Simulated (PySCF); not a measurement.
Atom-mapped SMILES (the numbers label the heavy atoms): `[F:1][c:2]1[cH:3][cH:4][n:5][o:6]1` (H(Xn): hydrogen on atom n).

Geometry: GFN2-xTB; GIAO absolute shieldings from PySCF 2.14, gas phase, non-relativistic, averaged over equivalent atoms.

At WP04/pcSseg-1 (112 basis functions, about 19 core-seconds):
```
atoms  σ (ppm)
   F1    275.7
   C2    -12.8
   C4     16.8
   C3     85.7
   N5   -152.7
   O6    -51.4
H(C4)    23.89
H(C3)    26.42
```

Task: What do these become at OPBE/pcJ-1?

Result: 
```json
{"atoms": "F1", "σ at OPBE/pcJ-1": "271.1", "change": "-4.6"}
{"atoms": "C2", "σ at OPBE/pcJ-1": "10.9", "change": "+23.7"}
{"atoms": "C4", "σ at OPBE/pcJ-1": "40.1", "change": "+23.3"}
{"atoms": "C3", "σ at OPBE/pcJ-1": "103.5", "change": "+17.8"}
{"atoms": "N5", "σ at OPBE/pcJ-1": "-110.6", "change": "+42.1"}
{"atoms": "O6", "σ at OPBE/pcJ-1": "-31.0", "change": "+20.4"}
{"atoms": "H(C4)", "σ at OPBE/pcJ-1": "23.62", "change": "-0.27"}
{"atoms": "H(C3)", "σ at OPBE/pcJ-1": "26.14", "change": "-0.28"}
```

The largest change is at N5 (pyridine-type nitrogen of an azole). Cost: 182 basis functions, roughly 30 core-seconds. The order of the carbon signals is the same at both levels.
